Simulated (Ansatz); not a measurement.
This geometry of BFH$_{4}$S (7 atoms, charge 0, multiplicity 1) is a first-order saddle point.

Method: Ansatz, RKS PBE-D4/def2-SVP.

```xyz
7
Properties=species:S:1:pos:R:3
B -0.031 -0.231 0.061
H -0.232 0.072 1.336
H 1.011 0.317 -0.249
F -1.176 -0.075 -0.648
S 0.507 -2.221 0.282
H -0.768 -2.687 0.421
H 0.041 -1.013 1.276
```

(1) Which two structures does it join? (They come from a converged band through this point; their orientation in space is the band's.)

(2) How far does it lie above each of them?

## Answers

(1) Bonds broken: B1–H2, S5–H7. Bonds formed: H2–H7. BFH4S becomes BFH2S + H2.

Image 0:

```xyz
7
Properties=species:S:1:pos:R:3
B 0.032 0.072 0.042
H 0.314 0.696 1.061
H 0.868 -0.031 -0.850
F -1.283 0.065 -0.336
S 0.373 -1.935 0.902
H -0.235 -2.689 -0.059
H -0.717 -2.014 1.719
```

Image 6:

```xyz
7
Properties=species:S:1:pos:R:3
B 0.075 -0.535 -0.881
H -0.236 -0.098 3.216
H 0.945 0.287 -1.086
F -1.176 -0.292 -1.275
S 0.514 -2.071 -0.046
H -0.742 -2.605 -0.056
H -0.029 -0.522 2.608
```

(2) 0.59 eV above the first and 1.04 eV above the second. This is the barrier of this one path; another mechanism may lie lower. The orbitals stay closed-shell, which can raise the energy where a bond breaks towards radicals; this wasn't checked here.

Time of the run: 2.2 min on 1 thread of Arm Neoverse V1, on a shared host, peak memory 0.11 GiB.
